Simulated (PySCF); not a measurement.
# [SiH3···H···H], doublet in 6-31G: errors against RCCSDT

Geometry: a point of a hydrogen-transfer path between rigid fragments, not a stationary point.

```xyz
6

Si   -0.0839    0.0000    0.0000
H    -0.5787    1.3997    0.0000
H    -0.5787   -0.6999    1.2122
H    -0.5787   -0.6999   -1.2122
H     1.2971    0.0000    0.0000
H     2.7761    0.0000    0.0000
```

Basis 6-31G; PySCF 2.14.0. Only valence electrons are correlated (noble-gas cores frozen), which leaves 9 electrons in 18 orbitals. R marks a restricted (for open shells ROHF) determinant, U an unrestricted one.

Full CI isn't at hand for all of this; RCCSDT serves as the reference. It lacks quadruple excitations, which often exceed the step from CCSD(T) to CCSDT. The frozen core follows each run's orbitals, which can shift R against U totals by a few meV.

The UHF ⟨S²⟩ is 0.753, the T1 diagnostic (ROHF- or RHF-based CCSD) is 0.0126 and the largest doubles amplitude (ROHF- or RHF-based CCSD) is 0.034. The T1 diagnostic (UCCSD) is 0.0089.

```
   level  E − E(RCCSDT) (mEh)  share of correlation (%)  wall time
     RHF                86.95                      0.00          –
     UHF                86.06                      1.02          –
    RMP2                24.67                     71.63          –
    UMP2                24.49                     71.84          –
   RCCSD                 1.16                     98.67          –
   UCCSD                 1.16                     98.67          –
RCCSD(T)                 0.30                     99.65     0.41 s
UCCSD(T)                 0.30                     99.65     0.25 s
  UCCSDT                 0.00                    100.00      5.1 s
```

The correlation energy at RCCSDT, counted from RHF, is -2.366 eV. That run took 4.4 s on 1 thread of Arm Neoverse V1, shared host.

Times are those of the correlated step on a shared host, with one SCF added for the restricted CCSD run; they ran on 1 thread of Arm Neoverse V1.
